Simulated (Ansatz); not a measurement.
A calculation with Ansatz (development build ahead of 0.2.0).

```yaml
crystal:
  periodic: [false, false, false]
  atoms:
    - { symbol: P, position_ang: [0.0, 0.0, 0.0] }
    - { symbol: "N", position_ang: [0.0, 0.0, 2.98] }
basis:
  gaussian: { orbitals: "6-31G" }
magnetization:
  spin_polarized: true
hamiltonian:
  xc: pbe0
scf:
  omitted_lower_state_checks: [stability, starts, atomic_configurations, cluster_reference, orbital_swaps, given_window_search, neighbouring_geometries, increment]
output:
  forces: true
```

The input is written out in the form of the current development build from the run's settings.

The run gave:

- Converged: yes
- Total energy: -395.56746 hartree
- Spin squared of the determinant: 2.704

Forces (eV/Å):
```
atom     Fx     Fy      Fz
  P1  0.000  0.000   0.889
  N2  0.000  0.000  -0.889
```

This is not the lowest solution: another run reaches a determinant 2.07 eV lower. Caution: the unrestricted determinant is a mixture of spin states.
